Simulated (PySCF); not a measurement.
# Spin states of BF⁺

Unrestricted PBE0; basis B cc-pVTZ, F cc-pVTZ; no relativity; PySCF 2.14. Outer shells of the fragments: B+ 2s2; F 2s2 2p5.

Followed along the bond (rough minima from three points):

| 2Ms+1 | unpaired | ⟨S²⟩ at the start | R at minimum (Å) | Te (eV) |
| --- | --- | --- | --- | --- |
| 2 | σ ↑ | 0.75 | 1.21 | 0.00 |
| 4 | σ ↑, π ↑↑ | 3.75 | none in the scan | ≤ 8.20 |

Solutions found at the starting distance of 1.530 Å, counted from the lowest of them; the search is not exhaustive and high or unbound solutions are not listed, so other states can lie among these:

| 2Ms+1 | unpaired | term | E (eV) | ⟨S²⟩ | ⟨Lz²⟩ | μ (D) |
| --- | --- | --- | --- | --- | --- | --- |
| 2 | σ ↑ | ²Σ⁺ | 0.00 | 0.75 | 0.00 | -5.07 |
| 2 | π ↑ | ²Π | 4.05 | 0.75 | 1.00 | -0.77 |
| 4 | σ ↑, π ↑↑ | mixed | 6.27 | 3.75 | 2.01 | -1.55 |
| 4 | σ ↑, π ↑↑ | mixed | 6.48 | 3.75 | 2.00 | -1.56 |
| 4 | σ ↑↑, π ↑ | ⁴Π | 8.62 | 3.75 | 1.00 | -1.75 |

A term symbol is given only where ⟨S²⟩ and ⟨Lz²⟩ are close to those of a pure state; real π, δ and φ orbitals otherwise mix terms. A positive dipole points towards F; it is taken about the centre of mass and depends on that origin.

Counting both spins, an empty level lies below a filled one in some of these solutions, because spin and occupation are held.
